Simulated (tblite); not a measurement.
Compound: C4H6NO (doublet state).
Atom-mapped SMILES: `[H]/[N:6]=[C:5]/[CH2:4][C:2]([CH3:1])=[O:3]` (hydrogens: H7, H8, H9 on C1; H10, H11 on C4; H12 on N6)
Bond orders are those of one Lewis drawing.

Computed with GFN2-xTB (tblite), gas phase: L-BFGS steps from a force-field or distance-geometry start until the largest atomic force falls under 0.01 eV/Å.

The end geometry, which sets the zero of energy:
```
atom  x, y, z in Å
C1     -1.4326    0.3991    0.0130
C2     -0.5839   -0.7980    0.3217
O3     -0.8325   -1.6053    1.1843
C4      0.7139   -0.8784   -0.4810
C5      1.6418    0.1715   -0.0572
N6      1.4544    1.2939    0.4175
H7     -0.8573    1.2974    0.2392
H8     -2.3352    0.3833    0.6169
H9     -1.6938    0.4219   -1.0425
H10     0.5253   -0.7347   -1.5468
H11     1.1732   -1.8584   -0.3297
H12     2.2279    1.9071    0.6386
```

Question: These geometries come from the run, each turned onto the end geometry. Order them by energy, lowest first.
A.
```
atom  x, y, z in Å
C1     -1.5147    0.3752   -0.0036
C2     -0.5442   -0.6939    0.4290
O3     -0.6410   -1.3256    1.4551
C4      0.6516   -0.8431   -0.5028
C5      1.6182    0.2175   -0.2553
N6      1.6918    1.1828    0.5061
H7     -1.4704    1.1938    0.7164
H8     -2.5180   -0.0522    0.0049
H9     -1.2750    0.7557   -0.9945
H10     0.3440   -0.8066   -1.5494
H11     1.1536   -1.7932   -0.3190
H12     2.5052    1.7890    0.4873
```
B.
```
atom  x, y, z in Å
C1     -1.4261    0.4104    0.0510
C2     -0.5805   -0.7916    0.3615
O3     -0.8276   -1.5715    1.2507
C4      0.6990   -0.9075   -0.4634
C5      1.6351    0.1675   -0.1290
N6      1.4771    1.3229    0.2732
H7     -1.1372    1.2046    0.7400
H8     -2.4748    0.1760    0.2198
H9     -1.2769    0.7655   -0.9636
H10     0.4712   -0.8267   -1.5283
H11     1.1699   -1.8775   -0.2825
H12     2.2720    1.9273    0.4446
```
C.
```
atom  x, y, z in Å
C1     -1.4310    0.4058    0.0383
C2     -0.5837   -0.7948    0.3431
O3     -0.8235   -1.5879    1.2225
C4      0.7047   -0.8968   -0.4714
C5      1.6369    0.1668   -0.0982
N6      1.4638    1.3088    0.3368
H7     -0.9977    1.2665    0.5425
H8     -2.4394    0.2535    0.4059
H9     -1.4478    0.6151   -1.0247
H10     0.5055   -0.7837   -1.5387
H11     1.1633   -1.8748   -0.2994
H12     2.2501    1.9208    0.5171
```
D.
```
atom  x, y, z in Å
C1     -1.6492    0.2912   -0.0744
C2     -0.4754   -0.4986    0.4528
O3     -0.3792   -0.8925    1.5920
C4      0.6485   -0.7515   -0.5358
C5      1.7801    0.1718   -0.2862
N6      1.8961    1.0227    0.5962
H7     -1.7422    1.1836    0.5425
H8     -2.5735   -0.2890    0.0100
H9     -1.4583    0.5514   -1.1116
H10     0.2618   -0.6343   -1.5463
H11     0.9918   -1.7780   -0.3821
H12     2.7007    1.6226    0.7171
```
E.
```
atom  x, y, z in Å
C1     -1.6529    0.2878   -0.0751
C2     -0.4720   -0.4968    0.4710
O3     -0.3728   -0.8835    1.5601
C4      0.6432   -0.7504   -0.5336
C5      1.7911    0.1837   -0.2776
N6      1.8923    1.0084    0.5829
H7     -1.7373    1.1891    0.5500
H8     -2.5843   -0.2938    0.0123
H9     -1.4502    0.5466   -1.1152
H10     0.2514   -0.6350   -1.5396
H11     0.9879   -1.7857   -0.3781
H12     2.7048    1.6290    0.7168
```

Answer: C (0.012 eV), B (0.028 eV), A (0.070 eV), D (0.175 eV), E (0.361 eV).

In the order of the answer:

```csv
step,E above end (eV),largest force (eV/Å),rms force component (eV/Å),rms distance from end (Å),rms bond change (Å),bond most changed (Å)
88,0.012,0.13,0.049,0.162,0.002,C1–H9 -0.004
78,0.028,0.11,0.031,0.281,0.001,C1–C2 +0.003
40,0.070,0.19,0.071,0.408,0.004,C1–C2 +0.008
3,0.175,0.57,0.169,0.558,0.007,C4–C5 +0.018
1,0.361,4.31,1.318,0.559,0.024,C2=O3 -0.047
```

The cost below is that of the whole relaxation. Hardware: one thread, Intel Xeon at 2.50 GHz (x86_64), on a shared host. Cost: 0.8 s wall.
